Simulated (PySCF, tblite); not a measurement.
**1,3-dichloropropane (C₃H₆Cl₂): dynamics, then NMR shifts on frames, part 1 of 2**

How do NMR shifts of 1,3-dichloropropane (C₃H₆Cl₂) (`ClCCCCl`) change as the atoms move?

The runs use tblite 0.8.0 and PySCF 2.14.0, with density-fitted response routines of our own; the level of theory stands in each step. All values are computed, except where a source is named. Atoms count from 0, in the outputs and in this text.

## (1) Starting geometry

11 atoms, charge 0, multiplicity 1; geometry from: GFN2-xTB.

Bonds of the start (Å): Cl0–C1 1.79, C1–C2 1.52, C2–C3 1.52, C3–Cl4 1.79, C1–H5 1.09, C1–H6 1.09, C2–H7 1.09, C2–H8 1.09, C3–H9 1.09, C3–H10 1.09.

## (2) Dynamics with GFN2-xTB

Job settings and geometry (Å):

```
{"job": {"kind": "md", "xc": "GFN2-xTB", "basis": "xTB", "temperature": 300, "steps": 2000, "every": 50, "frames": 5}, "charge": 0, "multiplicity": 1}
Cl     2.041705     0.580277     0.999620
C      0.931147     0.781430    -0.385315
C      0.028202    -0.433028    -0.530463
C     -0.942976    -0.574829     0.630746
Cl    -2.131362     0.759772     0.628648
H      1.553459     0.917259    -1.268847
H      0.347465     1.682085    -0.197038
H      0.637119    -1.338281    -0.580754
H     -0.528513    -0.338922    -1.465465
H     -0.418747    -0.532170     1.585320
H     -1.512074    -1.500923     0.557584
```

With the program's defaults for keys left out, this is: GFN2-xTB Langevin dynamics, gas phase.

Launch:

```console
OMP_NUM_THREADS=1 python probes_run.py task.json out
```

This one command runs all jobs of the session in turn.

Output:

```text
t/fs     T/K      E/eV
    0.0   263.2   -505.68027
   25.0   173.9   -505.47766
   50.0   216.0   -505.40330
   75.0   237.5   -505.44774
  100.0   247.5   -505.33580
  125.0   302.4   -505.31691
  150.0   470.5   -505.38953
  175.0   193.9   -505.15725
  200.0   450.2   -505.40415
  225.0   449.4   -505.34055
  250.0   332.2   -505.17905
  275.0   392.2   -505.38913
  300.0   253.2   -505.30398
  325.0   240.7   -505.34471
  350.0   325.1   -505.32001
  375.0   221.4   -505.34649
  400.0   138.3   -505.35718
  425.0   266.1   -505.49225
  450.0   203.5   -505.38505
  475.0   279.4   -505.32335
  500.0   339.4   -505.35370
  525.0   181.5   -505.25287
  550.0   263.8   -505.33593
  575.0   285.6   -505.50872
  600.0   180.3   -505.45983
  625.0   190.1   -505.42353
  650.0   221.6   -505.40099
  675.0   194.9   -505.39492
  700.0   229.2   -505.44881
  725.0   274.8   -505.45704
  750.0   321.5   -505.48480
  775.0   254.2   -505.33079
  800.0   333.9   -505.38470
  825.0   227.2   -505.31614
  850.0   317.8   -505.39051
  875.0   469.4   -505.36577
  900.0   254.1   -505.21600
  925.0   343.6   -505.35213
  950.0   200.0   -505.05907
  975.0   297.5   -505.21566
 1000.0   343.6   -505.24986
```

Wall time 15 s (1 thread of Arm Neoverse N1, shared host); peak memory 0.18 GiB.

Distance from the start (root mean square after alignment): 0 fs 0.00 Å, 200 fs 0.20 Å, 400 fs 0.17 Å, 600 fs 0.11 Å, 800 fs 0.14 Å, 1000 fs 0.14 Å.

Positions (Å) and forces (eV/Å) at 1000 fs:

```xyz
11

Cl    2.034   -0.600    0.517   -0.648    0.436   -0.294
C     0.821   -0.122   -0.758    0.921    0.806   -0.750
C    -0.320   -1.077   -0.806   -1.926   -0.088    1.020
C    -1.202   -1.090    0.492    1.431    1.305   -0.304
Cl   -1.782    0.645    0.801   -0.176   -1.103   -0.408
H     1.381   -0.240   -1.690    0.081   -0.008   -0.020
H     0.549    0.959   -0.744    0.114   -0.770    0.751
H     0.085   -2.035   -1.062    0.073   -0.876    0.404
H    -1.035   -0.864   -1.596    0.133    0.497   -0.389
H    -0.587   -1.219    1.356    0.708   -0.289    0.532
H    -1.966   -1.835    0.564   -0.710    0.089   -0.543
```

## (3) Nuclear shieldings: 250 fs, PBE0/pcSseg-1

Job settings and geometry (Å):

```
{"job": {"kind": "nmr", "xc": "PBE0", "basis": "pcSseg-1", "pop": false}, "charge": 0, "multiplicity": 1}
Cl     2.057300    -0.538100     0.857100
C      1.061900     0.124700    -0.462300
C     -0.279200    -0.567300    -0.577100
C     -1.220300    -0.674100     0.663500
Cl    -2.032200     0.859700     0.808400
H      1.624700     0.037500    -1.388200
H      0.825100     1.213000    -0.318500
H      0.006400    -1.539900    -1.031400
H     -0.700600     0.015800    -1.354700
H     -0.647400    -0.797300     1.560500
H     -2.017900    -1.534400     0.578200
```

With the program's defaults for keys left out, this is: GIAO PBE0/pcSseg-1 NMR shielding, non-relativistic, gas phase.

Output:

```text
coarse grid: 10232 points
cycle   1  E = -1037.7656279867  dE =  3.645e-01  |g| = 2.737e-01  |ddm| = 2.810e+00
cycle   2  E = -1037.7698355746  dE = -4.208e-03  |g| = 2.726e-01  |ddm| = 6.283e-01
cycle   3  E = -1037.7871587892  dE = -1.732e-02  |g| = 3.930e-02  |ddm| = 2.907e-01
cycle   4  E = -1037.7874516284  dE = -2.928e-04  |g| = 1.830e-02  |ddm| = 4.126e-02
cycle   5  E = -1037.7875308904  dE = -7.926e-05  |g| = 3.485e-03  |ddm| = 1.640e-02
cycle   6  E = -1037.7875335754  dE = -2.685e-06  |g| = 1.371e-03  |ddm| = 4.520e-03
final grid: 89352 points
cycle   7  E = -1037.8161722437  dE = -2.796e-05  |g| = 7.269e-03  |ddm| = 1.846e-02
cycle   8  E = -1037.8161650621  dE =  7.182e-06  |g| = 8.674e-03  |ddm| = 1.244e-02
cycle   9  E = -1037.8161841527  dE = -1.909e-05  |g| = 1.027e-03  |ddm| = 7.667e-03
cycle  10  E = -1037.8161843519  dE = -1.992e-07  |g| = 1.487e-04  |ddm| = 1.180e-03
cycle  11  E = -1037.8161843570  dE = -5.132e-09  |g| = 3.986e-05  |ddm| = 1.733e-04
cycle  12  E = -1037.8161843574  dE = -3.381e-10  |g| = 9.728e-06  |ddm| = 3.240e-05
converged SCF energy = -1037.8161843574

GIAO shielding tensors (ppm)
atom      isotropic    diamagn.    paramagn.     s11        s22        s33       span
  0 Cl     882.355    1146.194    -263.839    720.271    842.756   1084.037    363.766
  1 C      136.257     247.501    -111.244    105.055    129.792    173.924     68.869
  2 C      145.410     246.596    -101.186    125.631    151.921    158.678     33.047
  3 C      142.568     245.212    -102.644    120.512    140.349    166.843     46.332
  4 Cl     878.412    1146.058    -267.646    680.374    882.458   1072.404    392.029
  5 H       28.089      29.198      -1.109     21.870     27.441     34.957     13.087
  6 H       27.060      28.310      -1.250     21.842     27.161     32.176     10.334
  7 H       29.006      29.080      -0.074     23.126     28.644     35.247     12.120
  8 H       30.768      31.017      -0.249     25.823     30.202     36.280     10.457
  9 H       27.919      28.725      -0.806     23.240     27.136     33.380     10.140
 10 H       26.359      25.645       0.714     20.157     25.268     33.653     13.496
```

Run time: 20 s. Hardware: 1 thread of Arm Neoverse N1, shared host; peak memory 0.61 GiB.

Shifts follow as δ = σ(reference) − σ, with reference shieldings (ppm) from runs at the same level and on the same kind of geometry: 1H TMS 31.72, 13C TMS 186.9, 35Cl HCl 950. The references are single molecules in the gas phase. Each atom is listed at this fixed geometry, with no averaging over motion; a spectrum would average atoms that exchange fast.

```csv
atoms,environment,σ (ppm),δ (ppm)
C1,sp3 CH2 bonded to Cl,136.3,50.7
C3,sp3 CH2 bonded to Cl,142.6,44.4
C2,sp3 CH2,145.4,41.5
H10,hydrogen on an sp3 CH2 bonded to Cl,26.36,5.36
H6,hydrogen on an sp3 CH2 bonded to Cl,27.06,4.66
H9,hydrogen on an sp3 CH2 bonded to Cl,27.92,3.80
H5,hydrogen on an sp3 CH2 bonded to Cl,28.09,3.63
H7,hydrogen on an sp3 CH2,29.01,2.71
H8,hydrogen on an sp3 CH2,30.77,0.95
Cl4,chlorine bonded to C,878,71
Cl0,chlorine bonded to C,882,67
```

Orbitals, density, ELF and potential are computed afterwards from the orbital file.

Frontier orbitals at PBE0/pcSseg-1, with the share of their density that lies nearest to each atom:

```csv
orbital,energy (eV),lies on
HOMO,-8.40,Cl4 44 %; Cl0 29 %
LUMO,0.78,Cl0 22 %; C1 15 %; H5 13 %
```

ELF in a plane through or near 5 of the atoms.

Values, 10 rows by 14 columns:
```
0.00 0.00 0.00 0.00 0.00 0.00 0.00 0.00 0.00 0.00 0.00 0.00 0.00 0.00
0.00 0.00 0.00 0.00 0.00 0.00 0.00 0.00 0.00 0.00 0.00 0.00 0.00 0.00
0.00 0.00 0.00 0.00 0.00 0.00 0.15 0.33 0.05 0.00 0.00 0.00 0.00 0.00
0.00 0.00 0.02 0.74 0.40 0.02 0.69 0.94 0.34 0.02 0.01 0.00 0.00 0.00
0.00 0.00 0.58 1.00 0.99 0.55 0.52 0.49 0.68 0.58 0.75 0.14 0.00 0.00
0.00 0.00 0.01 0.34 0.66 0.38 0.80 0.63 0.59 0.15 0.89 0.32 0.00 0.00
0.00 0.00 0.20 0.64 0.70 0.71 0.38 0.05 0.98 0.96 0.22 0.02 0.00 0.00
0.00 0.01 0.49 0.89 0.27 0.21 0.89 0.07 0.85 0.97 0.14 0.00 0.00 0.00
0.00 0.00 0.07 0.36 0.54 0.60 0.50 0.10 0.00 0.00 0.00 0.00 0.00 0.00
0.00 0.00 0.00 0.01 0.02 0.03 0.01 0.00 0.00 0.00 0.00 0.00 0.00 0.00
```
The map spans 9.6 Å across and 8.7 Å up, centred on the molecule. Atoms in the plane (x, y in Å): Cl0 (-1.6, -1.7), C2 (0.0, 0.5), C3 (1.3, -0.2), H5 (-2.2, 0.5), H9 (1.2, -1.3).

log10 of the density (e/Å³) in the same plane.

Ten even steps from '0' (-4.0) to '9' (1.7):
```
0000000000000000000000000000
0000000000000000000000000000
0000000000000100000000000000
0000000000112222110000000000
0000000011223333221100000000
0000112233345554432221100000
0001234444456665543332210000
0001345555566776554444321000
0012346676667997666655432100
0012345677777787777765432100
0012345667776667797765432100
0012345566766556777655432100
0012345677766556677654321000
0022456789876545666543210000
0012456789876544555432110000
0012345666665443333221000000
0001234455554332211100000000
0000123344433221000000000000
0000012222222110000000000000
0000000011110000000000000000
```
The map spans 9.6 Å across and 8.7 Å up, centred on the molecule. Atoms in the plane (x, y in Å): Cl0 (-1.6, -1.7), C2 (0.0, 0.5), C3 (1.3, -0.2), H5 (-2.2, 0.5), H9 (1.2, -1.3).

On the surface of density 0.002 e/bohr³ the electrostatic potential runs, from the 1st to the 99th percentile, from -0.68 V near Cl0 to 1.19 V near H5.

## (4) Shielding tensors: 425 fs, PBE0/pcSseg-1

Job settings and geometry (Å):

```
{"job": {"kind": "nmr", "xc": "PBE0", "basis": "pcSseg-1", "pop": false}, "charge": 0, "multiplicity": 1}
Cl     2.197200    -1.155900     0.609400
C      1.146300     0.073000    -0.209100
C     -0.180200    -0.648100    -0.560700
C     -0.962700    -0.927100     0.690100
Cl    -1.758100     0.579200     1.336900
H      1.724900     0.346400    -1.135200
H      1.039600     0.917800     0.399900
H      0.045300    -1.588800    -1.053900
H     -0.665100     0.014100    -1.253200
H     -0.408400    -1.298600     1.539200
H     -1.781700    -1.599700     0.406000
```

Level: GIAO PBE0/pcSseg-1 NMR shielding, non-relativistic, gas phase.

Output:

```text
coarse grid: 10232 points
cycle   1  E = -1037.7753453059  dE =  3.235e-01  |g| = 2.784e-01  |ddm| = 2.782e+00
cycle   2  E = -1037.7782272956  dE = -2.882e-03  |g| = 2.897e-01  |ddm| = 6.658e-01
cycle   3  E = -1037.7979699004  dE = -1.974e-02  |g| = 4.698e-02  |ddm| = 3.176e-01
cycle   4  E = -1037.7984079566  dE = -4.381e-04  |g| = 2.087e-02  |ddm| = 4.956e-02
cycle   5  E = -1037.7985125781  dE = -1.046e-04  |g| = 3.356e-03  |ddm| = 1.847e-02
cycle   6  E = -1037.7985150530  dE = -2.475e-06  |g| = 1.336e-03  |ddm| = 4.264e-03
final grid: 89352 points
cycle   7  E = -1037.8267339135  dE = -3.019e-05  |g| = 7.558e-03  |ddm| = 1.875e-02
cycle   8  E = -1037.8267269177  dE =  6.996e-06  |g| = 8.846e-03  |ddm| = 1.249e-02
cycle   9  E = -1037.8267465389  dE = -1.962e-05  |g| = 1.217e-03  |ddm| = 7.725e-03
cycle  10  E = -1037.8267468381  dE = -2.991e-07  |g| = 1.870e-04  |ddm| = 1.366e-03
cycle  11  E = -1037.8267468462  dE = -8.073e-09  |g| = 4.471e-05  |ddm| = 1.787e-04
cycle  12  E = -1037.8267468466  dE = -4.377e-10  |g| = 1.057e-05  |ddm| = 4.023e-05
converged SCF energy = -1037.8267468466

GIAO shielding tensors (ppm)
atom      isotropic    diamagn.    paramagn.     s11        s22        s33       span
  0 Cl     842.287    1145.963    -303.676    608.690    829.472   1088.699    480.008
  1 C      134.763     245.628    -110.865    105.439    129.803    169.046     63.608
  2 C      144.660     247.330    -102.670    132.904    136.885    164.191     31.288
  3 C      137.469     245.407    -107.938    102.459    136.444    173.504     71.045
  4 Cl     849.724    1146.313    -296.589    622.356    826.083   1100.731    478.375
  5 H       27.201      27.737      -0.535     20.912     26.547     34.145     13.232
  6 H       28.638      29.792      -1.153     23.936     28.510     33.469      9.533
  7 H       29.820      29.873      -0.053     25.088     28.716     35.657     10.569
  8 H       29.909      30.262      -0.354     25.425     28.589     35.712     10.286
  9 H       27.406      28.358      -0.952     21.894     27.044     33.280     11.386
 10 H       27.735      27.835      -0.100     21.082     27.764     34.360     13.278
```

It took 15 s on 1 thread of Arm Neoverse N1, shared host; peak memory 0.62 GiB.

This run: δ C1 52.2, C3 49.5, C2 42.3, Cl0 107, H5 4.52, H9 4.31 ppm.

(Continued in part 2 of 2.)
